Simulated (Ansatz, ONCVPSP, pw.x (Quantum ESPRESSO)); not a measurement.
# N (Z = 7): one change to the ONCV potential, in the atom and in the bcc crystal

| Property | Result |
| --- | --- |
| Element | nitrogen |
| Generator | ONCVPSP 4.0.1.1 (patched build) |
| Type | optimised norm-conserving Vanderbilt (ONCV) |
| Functional | PBEsol |
| Relativity | scalar-relativistic |
| Frozen core | [He] |
| Valence charge | 5 |
| Reference configuration | 2s2 2p3 |
| Partial waves | 2s: rc 0.80 bohr, ncon 4, nbas 7, qcut 8.3 1/bohr, 2 projectors, debl 2.7 Ha; 2p: rc 1.90 bohr, ncon 3, nbas 6, qcut 6.9 1/bohr, 2 projectors, debl 3.6 Ha; d scattering state at 0.06 Ha: rc 1.70 bohr, ncon 5, nbas 9, qcut 4.9 1/bohr, 1 projector |
| Local potential | polynomial inside 0.55 bohr (lpopt 5, dvloc0 4 Ha) |
| Core correction | none |

Change: reference 2s2 2p1.

Cutoffs, loose and tight: the cutoffs (Ha) at which the residual kinetic energy of the hardest occupied pseudo-wave falls to 1 and 0.1 mHa per electron. They do not see the model core or the augmentation charge, which bear on the density cutoff. Test errors are all-electron minus pseudo excitation energies from the reference, over the configurations 2s2 2p2; 2s2 2p1; 2s2 2p0; 2s0 2p5; variants that change the core or the reference have their own tests.

Crystal test: bcc N in pw.x 7.5, no spin, 18³ k-points, Fermi–Dirac smearing 0.01 Ry, cutoffs set for each file from its atomic test. The reference is all-electron LAPW (Ansatz 0.2.0) with the same functional, mesh and smearing; V0 and B0 come from Birch–Murnaghan fits to the pressures at five volumes. Errors are pseudo minus all-electron; Δ is the rms difference of the E(V) curves that follow from these fits, minima aligned, over ±6 % about the mean V0. Mesh and smearing are coarse, so the numbers serve the comparison and aren't converged zero-temperature values; the lattice is a test structure that the element need not adopt. Spin polarisation is left out.

All-electron: a0 = 2.395 Å (V0 = 6.87 Å³/atom), B0 = 214.6 GPa.

Does the change bring the crystal closer to the all-electron result?

The mean pressure error goes from -0.98 to -9.50 GPa, so the change moves the solid further from the all-electron pressures.

```tsv
quantity	base	changed
outcome (atom)	generated	generated
cutoff, loose (atom)	29 Ha	31 Ha
cutoff, tight (atom)	50 Ha	57 Ha
bound ghosts (atom)	none	none
largest test error (meV) (atom)	+1586	+1075
cutoffs in pw.x (Ry)	120/480	135/540
a0 (Å)	2.392	2.358
a0 error (%)	-0.15	-1.56
B0 error (%)	-0.9	+3.1
Δ (meV/atom)	1.5	15.2
mean pressure error (GPa)	-0.98	-9.50
```

Changed file: This is a poor potential for the solid.
